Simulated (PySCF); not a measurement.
# Electric field gradients and quadrupole coupling constants

Species: ClH₃Si.
Cartesian coordinates in Å at the PBE0-D3(BJ)/def2-TZVP level; atoms count from 1:
```
atom  x, y, z in Å
Si1    0.8439    0.6854   -0.3205
Cl2    2.8929    0.6224   -0.2005
H3     0.4016   -0.3023   -1.3311
H4     0.4393    2.0520   -0.7220
H5     0.2851    0.3502    1.0090
```

Field gradients from the PBE0/pcSseg-2 density (PySCF, non-relativistic), principal values in atomic units, ordered |Vxx| ≤ |Vyy| ≤ |Vzz|:

```json
{"atom": "Cl2", "Vxx": "-1.0979", "Vyy": "-1.0984", "Vzz": "2.1963"}
```

Q: Find the asymmetry η = (Vxx − Vyy)/Vzz and the couplings χ = eQV/h (234.96 MHz × Q in barn × V in au), with Q(35Cl) = −0.0817 b.

A: 
| atom | environment | nucleus | η | χzz (MHz) | χxx (MHz) | χyy (MHz) |
| --- | --- | --- | --- | --- | --- | --- |
| Cl2 | silicon-bound chlorine | 35Cl | 0.00 | -42.16 | 21.08 | 21.08 |

The gradient is axial or nearly so (η below 0.05) at Cl2. The tensor is traceless: Vxx + Vyy + Vzz = 0.

Q: What is Vzz at Cl2 in SI units (1 au = 9.71736 × 10²¹ V/m²)?

A: 2.1963 au = 21.342 × 10²¹ V/m².

Q: And the gradient at the other heavy atoms, for which no coupling is worked out here?

A: 
```
atom             environment  Vzz (au)     η
 Si1  chlorine-bound silicon     0.724  0.00
```

Q: What couplings would deuterons (Q(2H) = 0.00286 b) have in place of the hydrogens, at this geometry?

A: 
| atom | bonded to | bond length (Å) | Vzz (au) | η | χzz (kHz) |
| --- | --- | --- | --- | --- | --- |
| H3 | Si1 | 1.481 | 0.1389 | 0.03 | 93 |
| H4 | Si1 | 1.481 | 0.1389 | 0.03 | 93 |
| H5 | Si1 | 1.481 | 0.1389 | 0.03 | 93 |

Isolated species at its PBE0-D3(BJ)/def2-TZVP geometry, gas phase.
